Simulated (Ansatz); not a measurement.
Compare A (`CSC=N`) with its isomer B (`CC(=N)S`).

Calculated with Ansatz (gas phase, PBE0-D4/def2-TZVP geometries, no zero-point term in ΔE). CCSD(T)/CBS is the MP2 limit (def2-TZVPP, def2-QZVPP) plus CCSD(T) − MP2 in def2-TZVPP, frozen cores. DFT in def2-TZVPP. B3LYP here is the variant with VWN-RPA as its local correlation; programs differ in this. One conformer a species, not always the lowest.

A:

```xyz
9

C     0.5142    1.3016   -0.3999
S     1.1849   -0.3548   -0.5413
C    -0.0942   -1.2738    0.1902
N    -1.1525   -0.7565    0.6517
H     1.2531    1.9745   -0.8343
H     0.3450    1.5504    0.6468
H    -0.4277    1.3737   -0.9415
H     0.1442   -2.3433    0.1940
H    -1.7669   -1.4717    1.0343
```

B:

```xyz
9

C     0.833    0.619   -0.057
C    -0.206   -0.409    0.252
N    -0.026   -1.265    1.162
S    -1.696   -0.359   -0.722
H     0.431    1.626    0.078
H     1.165    0.529   -1.095
H     1.682    0.474    0.609
H    -0.812   -1.904    1.268
H    -1.371    0.688   -1.496
```

Q: Which isomer does CCSD(T)/CBS put lower? Give the gap. (An estimate is asked.)

A: The calculation gave: B, by 4.0 kcal/mol.

Q: Give E(B) − E(A) in kcal/mol with MP2/def2-TZVPP, r2SCAN-D4, BLYP-D4, PBE0-D4, HF/def2-TZVPP, CCSD(T)/def2-TZVPP, B3LYP-D4. (Estimate.)

A: Computed: MP2/def2-TZVPP -4.0, r2SCAN-D4 -3.7, BLYP-D4 -3.2, PBE0-D4 -3.6, HF/def2-TZVPP -4.4, CCSD(T)/def2-TZVPP -4.4, B3LYP-D4 -3.5. None reverses the order clearly.

Q: Does the order hold for the free energy at 298.15 K (harmonic terms from PBE0-D4)? (Best estimate.)

A: The calculation gave: Yes: G(B) − G(A) = -5.0 kcal/mol, for one conformer each.

Largest T1 diagnostic: 0.013.

Leaving LDA and LC-ωPBE aside and taking each functional with its dispersion term where it has one, the values, not all of them listed here, spread over 0.9 kcal/mol, from B97M-V to BLYP-D4. LDA lies −0.8 kcal/mol from PBE without D4. At CCSD(T), def2-SVP lies −2.1 kcal/mol from the extrapolated value and def2-TZVPP −0.4 kcal/mol.
